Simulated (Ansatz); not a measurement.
# AlBH (doublet): wB97M-V, B2PLYP, RPA-PBE over a scan of the scale of all distances, 6-31G

How well do these functionals follow the top wave-function level for AlBH (doublet) over a scan of the scale of all distances?

Computed with Ansatz 0.2.0, Gaussian basis. Level: 6-31G, all electrons in the functionals, frozen cores in the correlation of double hybrids and RPA.

Plan: wB97M-V, B2PLYP, RPA-PBE, at 0.883; 1.000; 1.114; 1.296; 1.507; 1.732; 1.979; 2.377.

16 further runs of the same task are left out: 1 for a known fault of the program, 12 that didn't finish, 3 set aside as unsound or not needed.

## 1. What is computed

The geometry derives from a PBE0/def2-TZVP stationary point (not a proven minimum). All distances are scaled together.

3 atoms, charge 0, spin multiplicity 2.

Atoms are counted from 1 here; the program's logs count them from 0.

Bond lengths: B1–Al2 2.077 Å, Al2–H3 1.601 Å. Angles: B1–Al2–H3 125.0°.

No dispersion term is added; wB97M-V holds VV10 nonlocal correlation.

The geometry shown and the zero of energy belong to the point 1.000. The yardstick, FCI, and other wave-function levels (R restricted, U unrestricted, valence and pair active spaces) come from earlier runs.

## 2. wB97M-V, 0.883

Input file in.yaml:

```yaml
crystal:
  periodic: [false, false, false]
  atoms:
    - {symbol: B, position_ang: [0.000000, -0.122560, 1.338559]}
    - {symbol: Al, position_ang: [0.000000, 0.085480, -0.483290]}
    - {symbol: H, position_ang: [0.000000, -0.973652, -1.419993]}
basis:
  gaussian: {orbitals: 6-31G}
magnetization: {spin_polarized: true, initial_magnetization: 1}
hamiltonian: {xc: {name: wB97M-V}}
output: {orbitals: {seedname: orbitals}}
```

On the command line:

```sh
> ansatz run in.yaml --threads 1 --pin off --events-out ev --progress --plain --max-ram 2393MiB
```

After this run come: wB97M-V, 1.000; wB97M-V, 1.114; wB97M-V, 1.296; wB97M-V, 1.507; wB97M-V, 1.732; wB97M-V, 1.979; wB97M-V, 2.377; B2PLYP, 0.883; B2PLYP, 1.000; B2PLYP, 1.114; B2PLYP, 1.296; B2PLYP, 1.507; B2PLYP, 1.732; B2PLYP, 1.979; B2PLYP, 2.377; RPA-PBE, 0.883; RPA-PBE, 1.000; RPA-PBE, 1.114; RPA-PBE, 1.296; RPA-PBE, 1.507; RPA-PBE, 1.732; RPA-PBE, 1.979; RPA-PBE, 2.377.

Q: Predict the results of all the runs planned. Wanted: span of the FCI curve; largest miss, wB97M-V; largest miss, B2PLYP; largest miss, RPA-PBE.

The runs gave:

```
             quantity              value
span of the FCI curve           3.057 eV
largest miss, wB97M-V  +0.674 eV (2.377)
 largest miss, B2PLYP  +0.523 eV (1.979)
largest miss, RPA-PBE  -0.333 eV (1.507)
```

In words: Of the functionals, RPA-PBE keep the smallest largest miss at the points compared (at most 0.333 eV) and wB97M-V strays most (0.674 eV, at 2.377). wB97M-V, B2PLYP, RPA-PBE clearly break the spin symmetry at some points (⟨S²⟩ up to 0.87 above the pure value), so energy there is bought with a mixed spin. Functionals and the yardstick converge differently with the basis, so part of each miss in 6-31G is the basis.
